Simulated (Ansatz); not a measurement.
**SiH₂ (singlet): wave-function methods side by side at angle H2–Si1–H3 = 180.0°, cc-pVDZ**

One table from this session's results is given with a row withheld; the runs are named, their logs left out.

The runs use Ansatz 0.2.0, Gaussian basis; cc-pVDZ, core rule «outside noble gas», up to 5 orbitals frozen.

Plan: UHF; CCSD(T) on RHF; CCSD(T) on UHF; BCCD(T) on RHF; CISD; CCSDT(Q) on RHF; CCSDT(Q) on UHF; CCSDTQ on RHF; CASSCF and MRCISD+Q, 2 electrons in 2 orbitals; CASSCF and NEVPT2, 2 electrons in 2 orbitals; CASSCF and MRCISD+Q, 6 electrons in 6 orbitals; CASSCF and NEVPT2, 6 electrons in 6 orbitals; Full CI.

9 further runs of the same task are left out: 1 for a mislabelled method, 7 that didn't finish, 1 set aside as unsound or not needed.

### What is computed

The geometry derives from a PBE0/def2-TZVP stationary point (not a proven minimum). One angle is set to the value named; bond lengths are kept.

3 atoms, charge 0, spin multiplicity 1.

Atoms are counted from 1 here; the program's logs count them from 0.

Bond lengths: Si1–H2 1.526 Å, Si1–H3 1.526 Å. Angles: H2–Si1–H3 180.0°.

Geometry (Å):

```mol
H2Si
  3D, bonds by distance, orders not assigned

  3  2  0  0  0  0  0  0  0  0999 V2000
    0.0000    0.0000    0.0000 Si  0  0
    0.0000    0.0000   -1.5255 H   0  0
    0.0000    0.0000    1.5255 H   0  0
  1  2  8  0
  1  3  8  0
M  END
```

Set-up of the first run:

File in.yaml:

```yaml
crystal:
  periodic: [false, false, false]
  atoms:
    - {symbol: Si, position_ang: [0.000000, 0.000000, 0.000000]}
    - {symbol: H, position_ang: [0.000000, 0.000000, -1.525537]}
    - {symbol: H, position_ang: [0.000000, 0.000000, 1.525537]}
basis:
  gaussian: {orbitals: cc-pVDZ}
magnetization: {spin_polarized: true, initial_magnetization: 0}
hamiltonian: {xc: hf}
output: {orbitals: {seedname: orbitals}}
```

On the command line:

```sh
ansatz run in.yaml --threads 1 --pin off --events-out ev --progress --plain --max-ram 2393MiB
```

Among the steps run: UHF; CCSD(T) on RHF; CCSD(T) on UHF; BCCD(T) on RHF; CISD; CCSDT(Q) on RHF; CCSDT(Q) on UHF; CCSDTQ on RHF; CASSCF and MRCISD+Q, 2 electrons in 2 orbitals; CASSCF and NEVPT2, 2 electrons in 2 orbitals; CASSCF and MRCISD+Q, 6 electrons in 6 orbitals; CASSCF and NEVPT2, 6 electrons in 6 orbitals; Full CI.

One table of the session follows, with a row left open; its other results are not shown here.

It belongs to the step «Misses and costs». 

```
          method  from FCI (kcal/mol)
             RHF               +86.22
            RMP2               +27.50
            CISD               +12.65
           RCCSD                +7.40
        RCCSD(T)                +3.68
         BCCD(T)                +3.70
          RCCSDT                +0.38
       RCCSDT(Q)                -0.17
         RCCSDTQ                 0.00
  CASSCF valence               +52.42
  NEVPT2 valence                    ?
  MRCISD valence                +2.29
MRCISD+Q valence                -0.79
             FCI                    0
```

**Question.** Estimate the row for NEVPT2 valence.

**Answer.** from FCI (kcal/mol): +14.43. In the column «from FCI (kcal/mol)» it lies between CISD (+12.65) and RMP2 (+27.50).

Left out of the table: CASSCF pair, NEVPT2 pair, MRCISD pair, MRCISD+Q pair (the active space lost an orbital or holds another state than full CI finds).

Limits of these values: The report flags that the cluster equations may have other roots. Left out of the table: UHF, UMP2, UCCSD, UCCSD(T), UCCSDT, UCCSDT(Q) (another determinant or state than the rows shown). The program flags RCCSDT(Q), RCCSDTQ as in doubt, so those rows may rest on another solution; read them beside their warnings. RCCSDT(Q), MRCISD+Q valence fall below full CI, which methods that aren't variational can do. Warnings in the runs' records: passed over end.
